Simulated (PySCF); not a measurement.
A database entry of computed molecular properties. Lists by class give the value and the number of equivalent atoms.

```json
{
 "formula": "CH4Si",
 "smiles": "[CH][SiH3]",
 "inchi": "InChI=1S/CH4Si/c1-2/h1H,2H3",
 "charge": 0,
 "multiplicity": 3,
 "geometry_level": "GFN2-xTB",
 "atoms_angstrom": [
  ["C", 1.249, -0.282, 0.265],
  ["Si", -0.511, 0.013, -0.026],
  ["H", 2.265, -0.019, 0.055],
  ["H", -1.082, -1.057, -0.855],
  ["H", -0.695, 1.301, -0.717],
  ["H", -1.222, 0.046, 1.256]
 ],
 "electronic_structure_code": "PySCF",
 "results": {
  "GFN2-xTB geometry": {
   "rotational_constants_GHz": [83.794, 13.152, 13.051]
  },
  "UKS B3LYP, pcH-1 on C H Si, non-relativistic, mean-field spin-orbit, GIAO": {
   "g_iso": 2.00238,
   "g_tensor": [2.0021, 2.00245, 2.00259],
   "s2": 2.008,
   "a_iso_by_class_MHz": [
    ["13C", 139.5, 1],
    ["1H", 47.2, 3],
    ["1H", -42.4, 1],
    ["29Si", 26.6, 1]
   ],
   "spin_populations_mulliken_by_atom": [1.99, -0.07, -0.07, 0.05, 0.06, 0.04]
  }
 }
}
```

With B = h/(8π²I), that is 505.379 GHz u Å² over I, the principal moments of inertia are 6.0, 38.4 and 38.7 u Å² (most abundant isotopes). ⟨S²⟩ is 0.008 above the pure-spin value S(S + 1) = 2.00. The rotational constants are those of a nearly prolate symmetric top. g_iso is shifted by about +60 ppm from the free-electron value 2.002319; the principal values span 0.0005.

Geometry: GFN2-xTB; no solvent or vibrations. This triplet need not be the ground state; the singlet was not compared here. GFN2-xTB frequencies show an imaginary mode (72i cm⁻¹), so this geometry is no minimum at that level. Hyperfine couplings depend on the geometry, which wasn't re-optimised at a DFT level. Couplings of like nuclei are plain means over topologically equivalent atoms, as if these changed places fast (by rotation of a methyl-like group, say); in this geometry the members of some sets differ.
